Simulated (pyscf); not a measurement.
Optimised with ωB97X-D3(BJ)/def2-SVP in PySCF. Correlated levels are frozen-core, on RHF or UHF. ΔMP2 is the change of the MP2 total energy from the triple- to the quadruple-zeta basis.

SMILES: ClB(Cl)Cl
```xyz
4

Cl     1.6068     0.4002    -1.0755
B      0.6643    -0.2478     0.2381
Cl     1.2990    -0.2245     1.8599
Cl    -0.9128    -0.9199    -0.0700
```
Charge 0, spin multiplicity 1.

Q: How much does it cost (ΔH, 298 K, CCSD(T)/def2-TZVPP + ΔMP2(QZVPP)) to split Cl–B(Cl)–Cl at its B–Cl bond into Cl• + [Cl–B–Cl]•?

A: B–Cl to Cl• + [Cl–B–Cl]•: 5.11 eV. The radicals are drawn with the spin at the cut bond; how far it spreads was not checked. The CCSD(T) − MP2 part came from Ansatz, without density fitting, on the same reference. Left out: the spin-orbit lowering of Cl.
